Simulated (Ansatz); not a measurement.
# [BH₂···H···OH], doublet in cc-pVDZ: errors against UCCSDT(Q)

Geometry: a point of a hydrogen-transfer path between rigid fragments, not a stationary point.

```xyz
6

B    -1.5790    0.0307    0.0000
H    -2.1757    1.0643    0.0000
H    -2.1757   -1.0029    0.0000
H    -0.1080    0.0307    0.0000
O     1.2530    0.0307    0.0000
H     1.5049   -0.9092    0.0000
```

Basis cc-pVDZ; Ansatz 0.2.0. Correlated methods freeze the noble-gas cores, which leaves 13 electrons in 46 orbitals. R marks a restricted (for open shells ROHF) determinant, U an unrestricted one. Active spaces: pair = (3e, 3o) about the gap.

Full CI isn't at hand for all of this; UCCSDT(Q) serves as the reference, and is uncertain by about the last step of the cluster series. The frozen core follows each run's orbitals, which can shift R against U totals by a few meV.

For open shells CISD is restricted-active-space CI with the open shells as a complete middle space.

```
UHF ⟨S²⟩                          : 0.796
T1 diagnostic (RCCSD)             : 0.0401
largest doubles amplitude (RCCSD) : 0.053
T1 diagnostic (UCCSD)             : 0.0245
```

```tsv
level	E − E(UCCSDT(Q)) (meV)	share of correlation (%)	wall time
RHF	8809	0.00	–
UHF	8481	3.72	–
RMP2	1274	85.53	–
UMP2	1263	85.66	–
CISD	968	89.01	9 s
RCCSD	211	97.61	–
UCCSD	201	97.72	–
RCCSD(T)	43	99.51	15 s
UCCSD(T)	43	99.51	14 s
BCCD(T)	42	99.52	7 s
RCCSDT	18	99.80	–
UCCSDT	17	99.81	–
RCCSDT(Q)	0	100.00	2.2 min
CASSCF (pair space)	8022	8.93	–
NEVPT2 (pair space)	1074	87.81	2.2 s
MRCISD (pair space)	768	91.28	–
MRCISD+Q (pair space)	122	98.61	2.8 s
```

The correlation energy at UCCSDT(Q), counted from RHF, is -8.809 eV. That run took 2 min on 1 thread of Arm Neoverse N1, shared host.

Times hold each run's SCF and search for its determinant on a shared host, so for small cases they say little of a method's own cost; they ran on 1 thread of Arm Neoverse N1.
